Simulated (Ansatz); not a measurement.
## How far each method lies from full CI for HAlP, doublet

Geometry: a point of a stretch scan, not a stationary point.

```xyz
3

Al    0.0000    0.0000    0.3319
P     0.0000    0.0000   -2.2451
H     0.0000    0.0000    1.9133
```

Basis 6-31G; Ansatz 0.2.0. Only valence electrons are correlated (noble-gas cores frozen), which leaves 9 electrons in 18 orbitals. R marks a restricted (for open shells ROHF) determinant, U an unrestricted one. Active spaces: pair = (3e, 3o) about the gap; valence = (9e, 9o) chosen from the atoms' valence shells.

Full CI is exact within this basis and frozen core; it isn't the basis-set limit. The frozen core follows each run's orbitals, which can shift R against U totals by a few meV.

Unrestricted rows (U) aren't spin-pure: their determinants' ⟨S²⟩ exceeds S(S+1) by up to 0.91, so they mix in states of higher spin. For open shells CISD and CISDTQ are restricted-active-space CI with the open shells as a complete middle space.

The UHF ⟨S²⟩ is 1.661. The T1 diagnostic (RCCSD) is 0.0755, the largest doubles amplitude (RCCSD) is 0.134 and the T1 diagnostic (UCCSD) is 0.1179.

| level | E − E(full CI) (mEh) | share of correlation (%) | wall time |
| --- | --- | --- | --- |
| RHF | 110.53 | 0.00 | – |
| UHF | 98.01 | 11.33 | – |
| RMP2 | 34.35 | 68.92 | – |
| UMP2 | 44.88 | 59.40 | – |
| CISD | 14.99 | 86.44 | 0.81 s |
| RCCSD | 7.40 | 93.30 | – |
| UCCSD | 6.47 | 94.15 | – |
| RCCSD(T) | 2.09 | 98.11 | 1.6 s |
| UCCSD(T) | 2.97 | 97.31 | 3.2 s |
| BCCD(T) | 2.71 | 97.55 | 1.8 s |
| RCCSDT | 0.34 | 99.70 | – |
| UCCSDT | 0.66 | 99.41 | – |
| CISDTQ | 0.79 | 99.28 | 12 s |
| RCCSDT(Q) | 0.07 | 99.94 | 5.5 s |
| UCCSDT(Q) | -0.07 | 100.06 | 7.5 s |
| RCCSDTQ | -0.02 | 100.01 | 48 s |
| CASSCF (pair space) | 92.21 | 16.58 | – |
| NEVPT2 (pair space) | 27.48 | 75.13 | 0.81 s |
| MRCISD (pair space) | 10.34 | 90.64 | – |
| MRCISD+Q (pair space) | 0.39 | 99.65 | 0.9 s |
| CASSCF (valence space) | 28.42 | 74.29 | – |
| NEVPT2 (valence space) | 8.60 | 92.22 | 3.6 s |
| MRCISD (valence space) | 0.91 | 99.17 | – |
| MRCISD+Q (valence space) | 0.28 | 99.75 | 5.5 s |
| MRCISD+Q(relaxed) (valence space) | -0.04 | 100.04 | 6.5 s |

The correlation energy at full CI, counted from RHF, is -3.008 eV. That run took 2.6 min on 1 thread of Arm Neoverse V1, shared host over 6,554,240 determinants.

Times hold each run's SCF and search for its determinant on a shared host, so for small cases they say little of a method's own cost; they ran on 1 thread of Arm Neoverse V1.

The full-CI state has the irrep B2 of C2v, in the program's axes (one component, if the state is degenerate).

Natural occupations of full CI about the gap: 1.980 1.957 1.893 1.847 0.980 0.148 0.106 0.034 0.022 0.008; effectively unpaired electrons, Σ n²(2−n)², 1.25.
